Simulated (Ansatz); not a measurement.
## Ansatz (development build ahead of 0.2.0) run

```yaml
crystal:
  periodic: [false, false, false]
  atoms:
    - { symbol: O, position_ang: [0.0, 0.0, -0.6241] }
    - { symbol: C, position_ang: [0.0, 1.25388, 0.20314] }
    - { symbol: C, position_ang: [0.0, -1.25388, 0.20314] }
    - { symbol: H, position_ang: [0.0, 2.1831, -0.53594] }
    - { symbol: H, position_ang: [-0.96684, 1.3315, 0.90676] }
    - { symbol: H, position_ang: [0.96684, 1.3315, 0.90676] }
    - { symbol: H, position_ang: [0.0, -2.1831, -0.53594] }
    - { symbol: H, position_ang: [0.96684, -1.3315, 0.90676] }
    - { symbol: H, position_ang: [-0.96684, -1.3315, 0.90676] }
basis:
  gaussian: { orbitals: cc-pVDZ }
hamiltonian:
  xc: hf
```

The input is written out in the form of the current development build from the run's settings.

Results

- Converged: yes
- Total energy: -154.02427 hartree
- Spin squared of the determinant: 0.000

Caution: no unrestricted run beside it, a lower state can exist.
